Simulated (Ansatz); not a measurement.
# singlet [SiHF2]+: levels of theory compared

Wanted: a comparison of 6 runs (BLYP/STO-3G, wB97X/STO-3G, RPA@PBE/STO-3G, MP2/STO-3G, CCSDTQ/STO-3G, CCSD/STO-3G) of singlet [SiHF2]+. 

Program for the calculation: Ansatz 0.2.0.

66 further runs of the same task are left out: 9 that didn't finish, 57 set aside as unsound or not needed.

### Step 1. The structure to begin with

[SiHF2]+ has 4 atoms, charge +1, and is taken as a singlet. As SMILES of the parent species, `F[SiH]F`. The coordinates come from a GFN2-xTB relaxation. That shape belongs to the parent species and isn't relaxed for this state.

Bond lengths: F1–Si2 1.606 Å, Si2–F3 1.606 Å, Si2–H4 1.439 Å. Angles: F1–Si2–F3 100.4°, F1–Si2–H4 108.7°, F3–Si2–H4 108.6°.

### Step 2. The energy at BLYP/STO-3G (run 1)

in.yaml

```yaml
crystal:
  periodic: [false, false, false]
  atoms:
    - {symbol: F, position_ang: [1.226950, 0.652980, -0.410280]}
    - {symbol: Si, position_ang: [-0.028060, -0.342890, -0.301090]}
    - {symbol: F, position_ang: [-1.234200, 0.716240, -0.252780]}
    - {symbol: H, position_ang: [0.035310, -1.026330, 0.964150]}
basis:
  gaussian: {orbitals: STO-3G}
total_charge: 1
hamiltonian: {xc: {name: BLYP}}
accuracy: high
```

Run with:

```console
$ ansatz run in.yaml --threads 1 --pin off --max-ram 2610MiB --events-out events.jsonl --progress --plain --runs-dir runs
```

What it wrote:

```text
Warning: RAYON_NUM_THREADS=1 ignored (pool sized by the plan → 1); use --threads N
Functional definition: BLYP
  name "BLYP"
  parameter beta = 0.0042
  parameter a = 0.04918
  parameter b = 0.132
  parameter c = 0.2533
  parameter d = 0.349
  exchange = b88_x(beta = beta)
  correlation = lyp_c(a = a, b = b, c = c, d = d)
361 factors; integrals over basis functions are off by at most 3.0e-8 eV
mean field evaluation 1: about -13139.2284 eV, gradient 4.3e1 eV
mean field evaluation 2: about -13082.1372 eV, gradient 1.4e2 eV
mean field evaluation 4: about -13148.1376 eV, gradient 6.0e0 eV
mean field evaluation 8: about -13148.2825 eV, gradient 6.9e-2 eV
mean field evaluation 16: about -13148.2530 eV, gradient 1.5e-6 eV
mean field -13148.25301902 eV, -483.1893862430 hartree, gradient 1.6e-8 eV, S^2 0.000000; 0 other end points of the search recorded, 0 dependent functions left out
reference -13148.25304753 eV, -483.1893872908 hartree; 16, 16 occupied and 4, 4 virtual orbitals, 361 factors
Total energy: -13148.25304753 eV, -483.1893872908 hartree
```

Run time: 0.62 s. Hardware: 1 thread of Intel Xeon 6975P-C (Granite Rapids), shared host.

### Step 3. A single-point energy at wB97X/STO-3G (run 2)

run.yaml

```yaml
crystal:
  periodic: [false, false, false]
  atoms:
    - {symbol: F, position_ang: [1.226950, 0.652980, -0.410280]}
    - {symbol: Si, position_ang: [-0.028060, -0.342890, -0.301090]}
    - {symbol: F, position_ang: [-1.234200, 0.716240, -0.252780]}
    - {symbol: H, position_ang: [0.035310, -1.026330, 0.964150]}
basis:
  gaussian:
    orbitals: STO-3G
total_charge: 1
hamiltonian:
  xc: {name: wB97X}
accuracy: high
```

Run with:

```console
$ ansatz run run.yaml --threads 1 --pin off --max-ram 2610MiB --events-out events.jsonl --progress --plain --runs-dir runs
```

What it wrote, cut to the lines that bear on the results:

```text
Warning: RAYON_NUM_THREADS=1 ignored (pool sized by the plan → 1); use --threads N
Functional definition: wB97X
  name "wB97X"
[...]
      + exact_x_lr(omega)
[...]
      + integral(e_c_pw_opposite_spin*poly(b97_u_opposite, 1, cos1, cos2, cos3, cos4))
361 factors; integrals over basis functions are off by at most 3.0e-8 eV
134 factors; integrals over basis functions are off by at most 1.2e-9 eV
[...]
mean field -13149.19267172 eV, -483.2239178427 hartree, gradient 1.2e-8 eV, S^2 0.000000; 0 other end points of the search recorded, 0 dependent functions left out
reference -13149.19267051 eV, -483.2239177984 hartree; 16, 16 occupied and 4, 4 virtual orbitals, 361 factors
Total energy: -13149.19267051 eV, -483.2239177984 hartree
```

It took 2.7 s on 1 thread of Intel Xeon 6975P-C (Granite Rapids), shared host; peak memory 0.24 GiB.

Runs 3 to 5 aren't shown in full; the table further down has their settings and results.

### Step 4. A single-point energy at CCSD/STO-3G (run 6)

molecule.yaml

```yaml
crystal:
  periodic: [false, false, false]
  atoms:
    - {symbol: F, position_ang: [1.226950, 0.652980, -0.410280]}
    - {symbol: Si, position_ang: [-0.028060, -0.342890, -0.301090]}
    - {symbol: F, position_ang: [-1.234200, 0.716240, -0.252780]}
    - {symbol: H, position_ang: [0.035310, -1.026330, 0.964150]}
basis:
  gaussian: {orbitals: STO-3G}
total_charge: 1
correlation: {method: ccsd, frozen_orbitals: {F: 1, H: 0, Si: 5}}
accuracy: high
scf: {omitted_lower_state_checks: [cluster_reference, increment]}
```

Run with:

```console
$ ansatz run molecule.yaml --threads 1 --pin off --max-ram 2610MiB --events-out events.jsonl --progress --plain --runs-dir runs
```

What it wrote, cut to the lines that bear on the results:

```text
Warning: RAYON_NUM_THREADS=1 ignored (pool sized by the plan → 1); use --threads N
Functional definition: HF
  name "HF"
[...]
361 factors; integrals over basis functions are off by at most 3.0e-8 eV
[...]
mean field -13115.87100252 eV, -481.9993690861 hartree, gradient 2.6e-8 eV, S^2 0.000000; 0 other end points of the search recorded, 0 dependent functions left out
7 core orbitals not correlated: weight in the atoms' cores, before any rotation towards them, 1.000 or more for the frozen orbitals, at most 0.000 for the correlated occupied ones
reference -13115.87100252 eV, -481.9993690861 hartree; 9, 9 occupied and 4, 4 virtual orbitals, 361 factors
second order -2.72923622 eV of doubles, -0.00000000 eV of singles
cycle   1  -2.82297974 eV  change   -9.4e-2 eV  update   1.5e-1
[...]
cycle  24  -3.30501536 eV  change   2.7e-10 eV  update   2.0e-9
Total energy: -13119.17601789 eV, -482.1208261604 hartree
Checks for a lower state left out: cluster_reference, increment
```

It took 0.16 s on 1 thread of Intel Xeon 6975P-C (Granite Rapids), shared host.

### Step 5. The series

| run | level | frozen core orbitals | energy (Eh) | wall time |
| --- | --- | --- | --- | --- |
| 1 | BLYP/STO-3G | – | -483.189387 | 0.62 s |
| 2 | wB97X/STO-3G | – | -483.223918 | 2.7 s |
| 3 | RPA@PBE/STO-3G | 7 | -482.202750 | 0.89 s |
| 4 | MP2/STO-3G | 7 | -482.099667 | 0.1 s |
| 5 | CCSDTQ/STO-3G | 7 | -482.136199 | 6.3 s |
| 6 | CCSD/STO-3G | 7 | -482.120826 | 0.16 s |

### Step 6. What came out

| quantity | value |
| --- | --- |
| run 6: total energy | -482.12083 Eh |
| run 6: correlation energy (7 core orbitals frozen) | -121.5 mEh |
| run 6: T1 diagnostic | 0.033 |

What this shows: Totals of different functionals can't be ranked against each other. In run 6 the T1 diagnostic is large, so a single reference may not serve. In runs 1, 2, 3, 4, 5, 6 the basis is minimal, so the values are rough. All runs together took 11 s, the longest 6.3 s.
